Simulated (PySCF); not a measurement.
# Ionising CCl

UHF-CCSD; basis C aug-pcseg-1, Cl aug-pcseg-1; no relativity; PySCF 2.14. Neutral (UHF): doublet (π ↑), Re = 1.680 Å, ωe = 855 cm⁻¹, De = 3.45 eV.

CCl⁻ (UHF): triplet (π ↑↑), Re = 1.951 Å, ωe = 413 cm⁻¹. The energies at the minima are -497.43741 hartree for CCl and -497.48081 for CCl⁻.

(1) Work out the adiabatic electron affinity, without and with harmonic zero-point energies (1 hartree = 27.2114 eV, 1 eV = 8065.5 cm⁻¹), and the change of the bond length.

Correlated steps freeze 6 core orbitals. Correlated levels converge slowly with the basis: in double zeta they bind strong bonds too weakly, by up to about 1 eV, and carry superposition errors of some tenths. States were picked by a PBE0 search and need not be the measured ground states.

## Answers

(1) At UHF-CCSD: 0.04340 hartree = 1.181 eV between the minima; the zero-point term (855.0 − 413.0)/2 cm⁻¹ = +0.027 eV makes it 1.208 eV. Re changes by +27.1 pm against the neutral. The electron enters a π orbital, and the ion is left as a loose complex of an ion and an atom.
